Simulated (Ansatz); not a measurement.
Grey tin (α-Sn) was calculated with PBE+SOC (plane waves, PAW; Ansatz, a program for electronic structure).

Settings: plane-wave cutoff 520 eV, 20×20×20 k mesh, Fermi–Dirac smearing 0.05 eV, perturbation theory, PAW data made under PBE.

Cell (relaxed at this level):

```
CELL_PARAMETERS angstrom
      0.00000     3.32781     3.32781
      3.32781     0.00000     3.32781
      3.32781     3.32781     0.00000
ATOMIC_POSITIONS crystal
  Sn 0.50000 0.50000 0.50000
  Sn 0.75000 0.75000 0.75000
```

Give the computed zone-centre TO phonon frequency.


- zone-centre TO phonon frequency: 176 cm⁻¹

Measured, for comparison: zone-centre TO phonon frequency 200 cm⁻¹ (low temperature, zero-point motion not removed; as tabulated in Tanner et al. (2021), arXiv:2110.11888). Computed (rounded) less measured: zone-centre TO phonon frequency -12 %.

Note: the solid has no gap at this level, which affects its response.

Cost on a shared machine: about 70 core-minutes (a rough figure).
